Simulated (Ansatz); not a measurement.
# C₄H₉N, SMILES CCC1CN1: a ranking of conformers

Run with Ansatz's Python interface.

Script `run_conformers.py`:
```python
"""Conformer energies of C4H9N."""

import ansatz as az
from rdkit import Chem
from rdkit.Chem import AllChem

rd = Chem.AddHs(Chem.MolFromSmiles("CCC1CN1"))
ids = list(AllChem.EmbedMultipleConfs(rd, numConfs=20, randomSeed=648, pruneRmsThresh=0.4))
field = [energy for _, energy in AllChem.MMFFOptimizeMoleculeConfs(rd)]
distinct = {round(e, 2): i for i, e in zip(ids, field)}
chosen = sorted(distinct.items())[:3]
found = []
for force_field, index in chosen:
    geometry = az.Crystal.molecule()
    for atom, xyz in zip(rd.GetAtoms(), rd.GetConformer(index).GetPositions()):
        geometry = geometry.atom(atom.GetSymbol(), xyz.round(5).tolist())
    model = geometry.calculation()
    model = model.basis(gaussian="6-31G*")
    model = model.correlation("MP2")
    found.append(model.run(threads=1, backend="cpu").report["free_energy_ev"])
print("conformer   MMFF (kcal/mol)   this level (eV)")
for (force_field, index), e in zip(chosen, found):
    print(f"{index:9d} {force_field - chosen[0][0]:17.2f} {(e - min(found)):17.3f}")
```

Output of `python run_conformers.py`:
```text
conformer   MMFF (kcal/mol)   this level (eV)
        4              0.00             0.027
        0              0.06             0.000
        1              0.11             0.031
```

The conformers keep their force-field geometries. Hardware and time: 4.8 s on 1 thread of Arm Neoverse V1, with other jobs on the host, peak memory 0.28 GiB.
